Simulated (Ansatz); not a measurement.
GaW: from a trial structure to a relaxed crystal

All numbers below come from DFT PBE, scalar-relativistic, plane waves, PAW in Ansatz. Cutoff 420 eV, Γ-centred k mesh, Gaussian smearing, no spin polarisation in the final step.

GaW was placed on the wurtzite structure type (P6_3mc, No. 186), with Ga in place of Zn, W in place of O, at a guessed volume.

```
CELL_PARAMETERS angstrom
3.76277 0.00000 0.00000
-1.88139 3.25866 0.00000
0.00000 0.00000 6.02595
ATOMIC_POSITIONS crystal
Ga 0.33333 0.66667 0.00000
Ga 0.66667 0.33333 0.50000
W 0.33333 0.66667 0.38210
W 0.66667 0.33333 0.88210
```

Cell and atoms relax at zero pressure; the relaxation can't lower the symmetry of the start. After a coarse first stage the cell is made exact in the group found at 0.06 Å.

Energies over the elements count from the elements' standard structures at the same level, with no empirical corrections.

(1) Describe the relaxed structure.

(2) What are its volume, energy, density and gap?

Answers

(1) It ends in P6_3/mmc (No. 194). Conventional cell: a = 4.382 Å, c = 5.001 Å. Ga is coordinated by 5 W at 2.50–2.53 Å; W has 5 Ga at 2.50–2.53 Å.

Space group P6_3/mmc (No. 194). a = 4.382 Å, b = 4.382 Å, c = 5.001 Å, α = 90.00°, β = 90.00°, γ = 120.00°
```json
{"atom": "Ga", "site": "2d", "symmetry": "-6m2", "x": "0.3333", "y": "0.6667", "z": "0.7500"}
{"atom": "W", "site": "2c", "symmetry": "-6m2", "x": "0.3333", "y": "0.6667", "z": "0.2500"}
```

(2) The volume per atom is 20.79 Å³. The density is 10.13 g/cm³ and the energy over the elements is 1.28 eV/atom. The gap on the 12×12×10 mesh is 0 eV (a metal).

The final run used a 12×12×10 mesh on its 4-atom cell and 0.10 eV smearing. For metals, differences of a few meV/atom aren't resolved. Spin–orbit coupling is left out. A structure relaxed within its symmetry needn't be a true minimum.

Cost: 3 runs of about 2.9 core-minutes in all, on Arm Neoverse V1 (shared hosts).